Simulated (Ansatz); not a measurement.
## H$_{2}$As–AsH, quartet in cc-pVDZ: errors against UCCSDT(Q)

Geometry: that of the H2As–AsH, doublet, kept fixed. The doublet lies 4.4 eV lower here.

```xyz
5

As    0.0449    0.0284    1.2002
As   -0.0206   -0.0401   -1.2193
H    -1.2955    0.7361    1.3538
H    -0.5789   -1.3514    1.3532
H     0.0639    1.4846   -1.2822
```

Basis cc-pVDZ; Ansatz 0.2.0. Only valence electrons are correlated (noble-gas cores and the filled d shells of p-block atoms frozen), which leaves 13 electrons in 41 orbitals. R marks a restricted (for open shells ROHF) determinant, U an unrestricted one. Active spaces: valence = (13e, 11o) chosen from the atoms' valence shells. No spin–orbit coupling is included, and no scalar relativity.

Full CI isn't at hand for all of this; UCCSDT(Q) serves as the reference, and is uncertain by about the last step of the cluster series. The frozen core follows each run's orbitals, which can shift R against U totals by a few meV for light atoms and by up to 0.1 eV past Ca.

The UHF ⟨S²⟩ is 3.771. The T1 diagnostic (RCCSD) is 0.0205, the largest doubles amplitude (RCCSD) is 0.038 and the T1 diagnostic (UCCSD) is 0.0155.

| level | E − E(UHF) (eV) |
| --- | --- |
| UMP2 | -5.1882 |
| UCCSD | -6.2848 |
| UCCSD(T) | -6.4530 |

**Question.** Estimate how far UCCSDT(Q) in cc-pVDZ lies from UCCSD(T). The table doesn't fix it; the size of (T) and the diagnostics are the guide.

**Answer.** UCCSDT(Q) in cc-pVDZ lies 4.0 kJ/mol below UCCSD(T), which is 24 % of the (T) step (-16.2 kJ/mol). The diagnostics are small and one determinant leads, so the series closes fast and only a small part of (T) is left.

The other levels:

| level | E − E(UCCSDT(Q)) (kJ/mol) | wall time |
| --- | --- | --- |
| UCCSDT | 0.9 | – |

Run but not shown, since their state, orbitals or frozen core can't be matched to the reference's or they repeat it: RHF, RMP2, CISD, RCCSD, RCCSD(T), BCCD(T), RCCSDT, RCCSDT(Q), CASSCF (valence space), NEVPT2 (valence space).

Natural occupations of CASSCF (valence space) about the gap: 1.973 1.969 1.965 1.006 1.002 0.999 0.039 0.034 0.029; effectively unpaired electrons, Σ n²(2−n)², 3.03.
